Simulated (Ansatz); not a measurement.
Worked example: correlation energy of HOP, singlet

Geometry: that of the HOP, triplet, kept fixed. The triplet lies 0.8 eV lower here.

```xyz
3

O     0.0000   -0.1018    1.0417
P     0.0000    0.0286   -0.5874
H     0.0000    0.7367    1.5146
```

Basis cc-pVDZ; Ansatz 0.2.0. Only valence electrons are correlated (noble-gas cores frozen), which leaves 12 electrons in 31 orbitals. R marks a restricted (for open shells ROHF) determinant.

Full CI isn't at hand for all of this; RCCSDTQ serves as the reference, and is uncertain by the last step of the cluster series or more.

The largest doubles amplitude grows up the series, to 0.30: the determinant mixes near-degenerate terms, and the last step may understate the doubt.

RCCSD has a T1 diagnostic of 0.021 and a largest doubles amplitude of 0.14.

Runs differ by some tens of microhartree through their thresholds, so steps under 0.03 kcal/mol mean nothing.

```tsv
level	total energy (hartree)
RHF	-416.107945
RMP2	-416.394142
RCCSD	-416.417229
RCCSD(T)	-416.426447
RCCSDT	-416.427855
RCCSDT(Q)	-416.429290
RCCSDTQ	-416.429210
```

Problem. What is the correlation energy at RCCSDTQ, and what share of it do RMP2 and RCCSDT recover?

Solution. E(corr) = -416.429210 − (-416.107945) = -0.321265 hartree = -8.742 eV. RMP2: -0.286197 / -0.321265 = 89.08 %. RCCSDT: -0.319910 / -0.321265 = 99.58 %.

Problem. By how many kcal/mol does RCCSD(T) miss RCCSDTQ (1 hartree = 627.509 kcal/mol), and which steps make up the rest?

Solution. -416.426447 − (-416.429210) = 0.002763 hartree = 1.73 kcal/mol. Steps: RCCSDT − RCCSD(T) = -0.88, RCCSDT(Q) − RCCSDT = -0.90, RCCSDTQ − RCCSDT(Q) = 0.05 kcal/mol. Differences between like states or geometries often cancel part of this.
